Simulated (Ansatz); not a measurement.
Compare A (`N/C=C1/CO1`) with its isomer B (`COCC#N`).

Program: Ansatz. Geometries: PBE0-D4/def2-TZVP. ΔE: electronic, gas phase. CCSD(T)/CBS is the MP2 limit (def2-TZVPP, def2-QZVPP) plus CCSD(T) − MP2 in def2-TZVPP, frozen cores. This one scheme is used for every species. Functionals use def2-TZVPP. B3LYP here is the variant with VWN-RPA as its local correlation; programs differ in this. Each species was taken in one conformer, which may not be the lowest.

A:

Z-matrix (Å, degrees):
```
C
O 1 1.460
C 1 1.424 2 56.6
H 1 1.087 2 114.2 3 -111.5
H 1 1.087 2 114.2 3 111.7
C 3 1.317 1 158.7 2 174.2
N 6 1.401 3 124.9 1 -169.3
H 6 1.083 3 118.5 1 5.9
H 7 1.010 6 113.0 3 -138.6
H 7 1.010 6 112.9 3 -13.1
```

B:

```xyz
10

C    -1.359    0.113    0.034
O    -0.392   -0.533   -0.764
C     0.861   -0.601   -0.161
C     1.485    0.719    0.016
N     1.957    1.757    0.159
H    -1.485   -0.401    0.996
H    -2.297    0.076   -0.517
H    -1.092    1.159    0.221
H     0.818   -1.087    0.824
H     1.504   -1.203   -0.808
```

**Question.** Which is lower in electronic energy at CCSD(T)/CBS, and by how much? (Best estimate.)

**Answer.** Computed: B, by 29.8 kcal/mol.

**Question.** Give E(B) − E(A) in kcal/mol with B3LYP, PBE-D4, CCSD(T)/def2-TZVPP, CCSD(T)/def2-SVP, B2PLYP, B3LYP-D4, r2SCAN-D4. (An estimate is asked.)

**Answer.** The calculation gave: B3LYP -27.7, PBE-D4 -20.2, CCSD(T)/def2-TZVPP -32.3, CCSD(T)/def2-SVP -35.5, B2PLYP -30.7, B3LYP-D4 -27.7, r2SCAN-D4 -23.3. None reverses the order clearly.

**Question.** Does the order hold for the free energy at 298.15 K (harmonic terms from PBE0-D4)? (Estimate.)

**Answer.** The calculation gave: Yes: G(B) − G(A) = -30.7 kcal/mol, for one conformer each.

Largest T1 diagnostic: 0.013.

From r2SCAN to r2SCAN0 (25 % exact exchange), in def2-TZVPP and without D4, E(B) − E(A) moves by −0.7 kcal/mol. At CCSD(T), def2-SVP lies −5.7 kcal/mol from the extrapolated value and def2-TZVPP −2.4 kcal/mol.
